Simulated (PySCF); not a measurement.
Compound: CuH (singlet state).
Atom-mapped SMILES: `[CuH:1]` (hydrogens: H2 on Cu1)

Structure used (PBE0-D3(BJ)/def2-SVP), in Å, numbered top down from 1:
```xyz
2
CuH angstrom
Cu     0.7618   -0.0816    0.0065
H     -0.7120   -0.0061   -0.0287
```

Theory: PySCF 2.14.0, PBE0-D3(BJ)/def2-SVP geometry optimisation, gas phase.

Take the most abundant isotopes and a rigid rotor. 

Problem. What are the moment of inertia and the rotational constant?

Solution. I = 2.162 u·Å², B = 505379 MHz·u·Å²/I = 233807 MHz (7.7990 cm⁻¹, or 11.221 K as hB/k). For two atoms I = μr² with μ = 0.9919 u and r = 1.4762 Å.

Problem. List the first levels of a rigid rotor in a Σ state.

Solution. E(J) = BJ(J+1): J = 1: 15.598, J = 2: 46.794, J = 3: 93.587, J = 4: 155.979, J = 5: 233.969, J = 6: 327.556 cm⁻¹.

Problem. Where do the first rotational lines fall?

Solution. The dipole is 2.77 D; J+1 ← J lies at 2B(J+1): 1 ← 0 at 467.61 GHz, 2 ← 1 at 935.23 GHz, 3 ← 2 at 1402.84 GHz, 4 ← 3 at 1870.45 GHz, 5 ← 4 at 2338.07 GHz, 6 ← 5 at 2805.68 GHz.

Whether it is a minimum is left open (no frequencies). These are rigid-rotor constants of the computed structure; measured ground-state constants (B0) also hold zero-point vibration.
